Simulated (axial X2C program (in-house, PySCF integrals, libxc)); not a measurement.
# SH⁺: from Re and ωe to a spectrum

A bond curve at the CCSD(T) level, with spin–orbit coupling, was computed with an axial X2C code built on PySCF integrals (basis S dyall-av3z [9s8p3d2f], H dyall-v3z [6s2p1d] (cores contracted in-house)) for the state Ω = 1 (⟨Sz⟩ = 1.00, ⟨Lz⟩ = 0.00 at HF). Its fit gives Re = 1.3699 Å, ωe = 2539.4 cm⁻¹, ωexe = 49.6 cm⁻¹ and αe = 2.845e-01 cm⁻¹; the masses are 31.9721 and 1.0078 u. Two-component means X2C with spin–orbit coupling and atomic mean-field Coulomb and Gaunt terms.

Correlated methods: 6 electrons correlated (number of frozen shells: S 2 s, 1 p; H none), 130 virtual spin orbitals or spinors in MP2, 68 natural virtuals in coupled cluster.

(1) Find the reduced mass, Be and the force constant.

(2) Estimate the centrifugal constant by the Kratzer relation.

(3) Where do the fundamental and the first overtone lie?

(4) Scale the constants to the deuteride (D 2.0141 u) within the Born–Oppenheimer picture.

(5) Estimate De from a Morse curve and compare with the computed well depth of 3.560 eV to S+ + H.

The state is a single determinant with fixed occupations, the lowest that a limited PBE0 search found. Dissociation energies refer to the lowest single-determinant-based atoms at the same level and basis. Coupled cluster ran in a truncated set of natural virtual spinors; the MP2 energy of the rest was added. (T) has no such correction and the atoms are truncated less, which lowers De at CCSD(T) by a hundredth of an eV or more. With several unpaired electrons one determinant need not be a pure state. Open-shell Ω = 0 determinants with evenly filled partner blocks cannot be reached by this program, so the Ω shown need not be the lowest component. This is the Ω = 1 component of a π² triplet; the 0⁺ component is not one determinant and can lie lowest.

Results:

(1) From the CCSD(T) values: μ = 0.9770 u. Be = 16.8576/(μ Re²) = 9.194 cm⁻¹. k = 5.8918×10⁻⁷ μ ωe² = 3.71 mdyn/Å.

(2) D = 4Be³/ωe² = 4.82e-04 cm⁻¹.

(3) ν(1←0) = ωe − 2ωexe = 2440.2 cm⁻¹; ν(2←0) = 2ωe − 6ωexe = 4781.2 cm⁻¹.

(4) ρ = √(μH/μD) = 0.7181; ωe = 1823.5, ωexe = 25.6, Be = 4.741 cm⁻¹; the zero-point energy falls by 352 cm⁻¹.

(5) De(Morse) = ωe²/(4ωexe) = 4.030 eV against 3.560 eV computed, a ratio of 1.13. For De the Morse form works well here.
